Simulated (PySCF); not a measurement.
# input.py for SF

Input:

```python
from pyscf import gto, scf

mol = gto.M(
    atom='S 0 0 0; F 0 0 1.6',
    basis='sbkjc',
    ecp={'S': 'sbkjc', 'F': 'sbkjc'},
    charge=0,
    spin=1,
    verbose=4,
)
mf = scf.ROHF(mol)
mf.kernel()
mf.mulliken_pop()
mf.dip_moment()
print('orbital energies (hartree):', mf.mo_energy[..., max(0, mol.nelec[1]-3):mol.nelec[0]+3].round(4))
```

```bash
$ OMP_NUM_THREADS=1 python input.py
```

It prints (some set-up lines and the per-cycle HOMO/LUMO lines with their warnings removed):

```
PySCF version 2.14.0

[INPUT] verbose = 4
[INPUT] num. atoms = 2
[INPUT] num. electrons = 13
[INPUT] charge = 0
[INPUT] spin (= nelec alpha-beta = 2S) = 1
[INPUT] symmetry False subgroup None
[INPUT] Mole.unit = angstrom
[INPUT] Symbol           X                Y                Z      unit          X                Y                Z       unit  Magmom
[INPUT]  1 S      0.000000000000   0.000000000000   0.000000000000 AA    0.000000000000   0.000000000000   0.000000000000 Bohr   0.0
[INPUT]  2 F      0.000000000000   0.000000000000   1.600000000000 AA    0.000000000000   0.000000000000   3.023561799304 Bohr   0.0

nuclear repulsion = 13.89090178665
number of shells = 8
number of NR pGTOs = 32
number of NR cGTOs = 16
basis = sbkjc
ecp = {'S': 'sbkjc', 'F': 'sbkjc'}

******** <class 'pyscf.scf.rohf.ROHF'> ********
method = ROHF
initial guess = minao
damping factor = 0
level_shift factor = 0
DIIS = <class 'pyscf.scf.diis.CDIIS'>
diis_start_cycle = 1
diis_space = 8
diis_damp = 0
SCF conv_tol = 1e-09
SCF conv_tol_grad = None
SCF max_cycles = 50
direct_scf = True
direct_scf_tol = 1e-13
num. doubly occ = 6  num. singly occ = 1
Set gradient conv threshold to 3.16228e-05
init E= -32.0509416069217
cycle= 1 E= -33.2696219422635  delta_E= -1.22  |g|= 1.26  |ddm|= 2.35
cycle= 2 E= -33.4422413580124  delta_E= -0.173  |g|= 1.02  |ddm|= 1.19
cycle= 3 E= -33.6749622790488  delta_E= -0.233  |g|= 0.11  |ddm|= 0.52
cycle= 4 E= -33.6811644379372  delta_E= -0.0062  |g|= 0.0257  |ddm|= 0.117
cycle= 5 E= -33.6817051004267  delta_E= -0.000541  |g|= 0.00743  |ddm|= 0.0356
cycle= 6 E= -33.6817673126297  delta_E= -6.22e-05  |g|= 0.00218  |ddm|= 0.0129
cycle= 7 E= -33.6817714974012  delta_E= -4.18e-06  |g|= 0.000271  |ddm|= 0.00409
cycle= 8 E= -33.681771524941  delta_E= -2.75e-08  |g|= 4.25e-05  |ddm|= 0.000309
cycle= 9 E= -33.6817715261525  delta_E= -1.21e-09  |g|= 8.2e-06  |ddm|= 7.84e-05
cycle= 10 E= -33.6817715262211  delta_E= -6.86e-11  |g|= 2.31e-06  |ddm|= 1.93e-05
Extra cycle  E= -33.6817715262239  delta_E= -2.77e-12  |g|= 9.53e-07  |ddm|= 2.6e-06
converged SCF energy = -33.6817715262239
 ** Mulliken pop  **
pop of  0 S 3s            1.59433
pop of  0 S 4s            0.39738
pop of  0 S 3px           1.29126
pop of  0 S 3py           1.11791
pop of  0 S 3pz           0.54812
pop of  0 S 4px           0.35735
pop of  0 S 4py           0.29384
pop of  0 S 4pz          -0.02316
pop of  1 F 2s            1.50038
pop of  1 F 3s            0.47720
pop of  1 F 2px           1.50581
pop of  1 F 2py           1.48887
pop of  1 F 2pz           1.15073
pop of  1 F 3px           0.46851
pop of  1 F 3py           0.47646
pop of  1 F 3pz           0.35502
 ** Mulliken atomic charges  **
charge of    0S =      0.42297
charge of    1F =     -0.42297
Dipole moment(X, Y, Z, Debye): -0.00000,  0.00000, -1.85933
orbital energies (hartree): [-0.6971 -0.6454 -0.4119 -0.2437  0.0901  0.3804  0.3903]
```

In short: E(SCF) = -33.681772 Eh, 10 cycles, μz(SCF) = -1.86 D.

Hardware: Arm Neoverse V1, 1 thread, shared host. Wall time 0.7 s.

The bond length is a typed value, not an optimised one. No search for the lowest solution was made.
